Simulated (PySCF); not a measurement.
# Li₂⁻ at ROHF-MP2

Computed with ROHF-MP2; basis Li aug-pcseg-1; no relativity; PySCF 2.14.

```
state                          : doublet, unpaired electrons σ ↑
bond length                    : 0.3173 nm
harmonic wavenumber            : 205 cm⁻¹
force constant                 : 0.0866 mdyn/Å
rotational constant Be         : 0.4773 cm⁻¹
anharmonicity ωexe             : 2.37 cm⁻¹
vibration–rotation constant αe : 0.00945 cm⁻¹
```

Correlated steps freeze no core orbitals. The state is the lowest determinant that a PBE0 search found; another state may lie lower at other levels.
